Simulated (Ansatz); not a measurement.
# Structure relaxation of BaZn3

Theory: DFT PBE, scalar-relativistic, plane waves, PAW in Ansatz.

The start puts BaZn3 on the TiAl3 (D0_22) structure type (I4/mmm, No. 139), with Ba in place of Ti, Zn in place of Al, at a guessed volume.

The final relaxation ran on this input, with the default PAW datasets:

```yaml
crystal:
  lattice:
    - [-2.5564997639, 2.5564997639, 3.7387012338]
    - [2.5564997639, -2.5564997639, 3.7387012338]
    - [2.5564997639, 2.5564997639, -3.7387012338]
  atoms:
    - { symbol: Ba, position: [0.0, 0.0, 0.0] }
    - { symbol: Zn, position: [0.5, 0.5, 0.0] }
    - { symbol: Zn, position: [0.25, 0.75, 0.5] }
    - { symbol: Zn, position: [0.75, 0.25, 0.5] }
basis:
  ecutwfc: 420
kpoints:
  mp_grid: { grid: [12, 12, 12] }
hamiltonian:
  xc: pbe
scf:
  occupations: { method: gaussian, width: 0.1 }
output:
  forces: true
  stress: true
  eigenvalues: true
relax:
  adjacent_minimum: "off"
  f_tol: 0.01
  max_steps: 80
  cell: { stress_tol: 0.05 }
```

Launched as:

```bash
ansatz run input.yaml --threads 1 --pin off --max-ram 2560MiB --backend cpu --events-out ev --progress --plain --runs-dir out
```

The run took 2.6 min on 1 thread of Arm Neoverse V1 (shared host), peak memory 0.63 GiB.

The program printed at the end:

```
SCF converged after 6 iterations
Free energy (F): -15906.708328 eV
Harris-Foulkes:  -15906.708328 eV  (|F-HF|=4.55e-11)
Internal energy: -15906.694456 eV  (E = F + TS)
E sigma→0 (E₀):  -15906.701392 eV
Entropy (-TS):   -0.013872 eV (-3.468 meV/atom)
Fermi energy:    8.405103 eV
--- Per-component energies (eV) ---
  E_band       = 27.904676
  E_kinetic    = 560.211977
  E_local      = -5624.815389  (includes V_loc(G=0)·N_el)
  E_nonlocal   = 1891.410172
  E_hartree    = 2352.972706
  E_xc         = -578.807652
  E_vxc        = -289.945226  (∫ρ·V_xc dr)
  E_paw        = -10702.403746  (= ΣΔE_a)
  E_vpaw       = -1214.900983  (= ΣTr[D̂ρ^β])
  E_aug_tail   = -0.001063  (compensation charges beyond the density's cutoff)
  E_ewald      = -3805.261460
  E_smearing   = -0.013872  (= −TS)
  E_closure    = 0.000000  (closes the sum)
  Σ components = -15906.708328   (vs F -15906.708328, Δ=0.00e0)
--- Forces (eV/Å), atoms counted from 1 ---
  atom   1  Ba     0.00000000     0.00000000     0.00000000
  atom   2  Zn     0.00000000     0.00000000     0.00000000
  atom   3  Zn     0.00000000     0.00000000     0.00000000
  atom   4  Zn     0.00000000     0.00000000     0.00000000
  max |Σ_I F_I| component: 2.43e-17 eV/Å
--- Stress (GPa, compression-positive) ---
       -0.000936       0.000000       0.000000
        0.000000      -0.000936       0.000000
        0.000000       0.000000      -0.001626
  P = ⅓ Tr σ = -0.0012 GPa (-0.012 kbar)
--- Relaxed structure (4 steps of the walk, 4 accepted, 1 SCFs on fresh bases) ---
  F+E_penalty+E_count = -15906.70832783 eV   max|allowed force component| = 1.128e-17 eV/Å   (the final SCF, on the basis selected at the relaxed cell)
  cell:  # Å, volume = 97.4936 Å³
    - [-2.583013, 2.583013, 3.653112]
    - [2.583013, -2.583013, 3.653112]
    - [2.583013, 2.583013, -3.653112]
  atoms:
    - { symbol: Ba, position: [0.000000, 0.000000, 0.000000] }
    - { symbol: Zn, position: [0.500000, 0.500000, 0.000000] }
    - { symbol: Zn, position: [0.25, 0.750000, 0.500000] }
    - { symbol: Zn, position: [0.750000, 0.25, 0.500000] }
```

Total energies depend on the potentials used, so only differences within one code and one set of settings carry meaning.

The result has space group Fm-3m (No. 225). Around Ba lie 8 Zn at 3.16 Å and 6 Zn at 3.65 Å; Zn on Wyckoff site b (1 atom of the primitive cell) is coordinated by 8 Zn at 3.16 Å and 6 Ba at 3.65 Å; Zn on Wyckoff site c (2 atoms of the primitive cell) is coordinated by 4 Ba at 3.16 Å, 4 Zn at 3.16 Å and 6 Zn at 3.65 Å.

Against the elements it lies at -0.02 eV/atom. Energies over the elements count from the elements' standard structures at the same level, with no empirical corrections.

For metals, differences of a few meV/atom aren't resolved.

A structure relaxed within its symmetry needn't be a true minimum.